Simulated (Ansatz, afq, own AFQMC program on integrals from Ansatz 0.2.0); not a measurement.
**Be2H2, singlet in cc-pVDZ, levels against full CI**

```yaml
atoms:
  - { symbol: Be, position_ang: [0.0000, 0.0000, 1.4800] }
  - { symbol: Be, position_ang: [0.0000, 0.0000, -1.4800] }
  - { symbol: H, position_ang: [0.0000, 0.0000, 2.8275] }
  - { symbol: H, position_ang: [0.0000, 0.0000, -2.8275] }
```

Connectivity, by distances: BeH ··· BeH.

Basis cc-pVDZ. Only valence electrons are correlated. AFQMC by an in-house program on the Cholesky factors that Ansatz 0.2.0 writes for its CCSD(T) run. The CISD trial takes its coefficients from CCSD amplitudes. Released means that phaseless walkers are propagated on without the constraint, phases kept. ± is one standard error of the sampling.

Determinant: RHF, the one that the program's search chose, which needn't be the lowest solution. The geometry is a point of a scan.

Full CI on the same integrals is exact in this basis and with this determinant's frozen core.

The T1 diagnostic is 0.0120. The weight of the determinant in the CISD state is 0.906. The size of the correlated space is 6 electrons in 36 orbitals.

```json
{"level": "MP2", "correlation energy (eV)": "-2.1217"}
{"level": "CCSD", "correlation energy (eV)": "-2.8782"}
{"level": "CCSD(T)", "correlation energy (eV)": "-2.9263"}
```

Problem. Estimate where full CI lies against CCSD(T) on the same integrals.

Solution. 2.1 kJ/mol below CCSD(T).

Reference: full CI, correlation energy -2.948 eV. The released energy is read at 2.40 1/Eh (meV from the phaseless value at times in 1/Eh: -2 ± 5 at 0.24, 5 ± 4 at 0.51, 3 ± 6 at 0.99, 0 ± 7 at 1.62, 2 ± 6 at 2.40).

| level | E − E(reference) (kJ/mol) | share of correlation (%) |
| --- | --- | --- |
| CCSD(T) | 2.1 | 99.27 |
| CCSDT | 0.3 | 99.90 |
| CCSDT(Q) | 0.1 | 99.97 |
| ph-AFQMC/CISD | -0.2 ± 0.4 | 100.07 |
| released AFQMC | 0.0 ± 0.6 | 99.99 |

CCSDT and higher add their correlation energy to the determinant of the CCSD(T) run, since their own runs factorise the integrals more tightly (a shift of under 2 meV). A walk keeps the symmetry of its determinant, which the program's search chose and which needn't be the lowest solution, so a lower state of the same spin and another symmetry isn't excluded. Released energies are given only where the last usable release times agree within the noise; a slower fall can still hide under it.
